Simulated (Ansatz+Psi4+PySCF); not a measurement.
Two shapes of doublet Si2H6(+).

Shape 1:

```xyz
8

Si    0.0076   -0.0065    1.1676
Si   -0.0031   -0.0018   -1.1583
H     0.0084    1.3929    1.6915
H    -1.2046   -0.6915    1.6777
H     1.2162   -0.6939    1.6848
H     0.0068   -1.3909   -1.6930
H    -1.2025    0.7005   -1.6943
H     1.2049    0.6970   -1.6762
```

Shape 2:

```xyz
8

Si    0.0000    0.0000    1.1677
Si    0.0000    0.0000   -1.1677
H     0.0000    1.3933    1.6860
H    -1.2066   -0.6966    1.6860
H     1.2066   -0.6966    1.6860
H     0.0000   -1.3933   -1.6860
H    -1.2066    0.6966   -1.6860
H     1.2066    0.6966   -1.6860
```

Basis set: cc-pVTZ on H; cc-pV(T+d)Z on Si (spherical functions). Correlated methods keep 10 orbitals frozen. Correlation on ROHF uses semicanonical orbitals with singles. Charge 1, multiplicity 2.

Computed with Ansatz (development build ahead of 0.2.0) and Psi4 1.11; each method stands on the lowest determinant of its kind that the runs found.

**Question.** Which shape is lower in energy, and by how much in each method?

**Answer.**

| method | E(2) − E(1) (eV) |
| --- | --- |
| ROHF | -0.057 |
| UHF | -0.056 |
| ROHF-MP2 | -0.048 |
| UHF-MP2 | -0.048 |

Shape 2 is lower.
